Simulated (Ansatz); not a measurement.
```yaml
crystal:
  periodic: [false, false, false]
  atoms:
    - {symbol: B, position_ang: [-0.874145, 0.336474, -0.625161]}
    - {symbol: C, position_ang: [0.408031, 0.096867, 0.233028]}
    - {symbol: N, position_ang: [0.786145, -1.109671, 0.413264]}
    - {symbol: H, position_ang: [-1.158407, -0.441773, -1.482160]}
    - {symbol: H, position_ang: [-1.577119, 1.278312, -0.399509]}
    - {symbol: H, position_ang: [0.912704, 0.933627, 0.738477]}
    - {symbol: Xx, position_ang: [1.564092, -1.161736, 1.076261]}
basis:
  gaussian: {orbitals: aug-cc-pVDZ}
hamiltonian: {xc: {name: revPBE}}
output: {forces: true}
```

```sh
$ ansatz run in.yaml --threads 2 --pin off --events-out ev --progress --plain --max-ram 4352MiB
```

(1) How does Ansatz answer? (An estimate is asked.)

Results:

(1) The calculation gave: The program refused the input.
```
Error: YAML parse error: error: line 10 column 16: `Xx` is not an element symbol (H … Og, case-exact)
 8 |     - {symbol: H, position_ang: [-1.577119, 1.278312, -0.399509]}
 9 |     - {symbol: H, position_ang: [0.912704, 0.933627, 0.738477]}
10 |     - {symbol: Xx, position_ang: [1.564092, -1.161736, 1.076261]}
11 | basis:
12 |   gaussian: {orbitals: aug-cc-pVDZ}
```
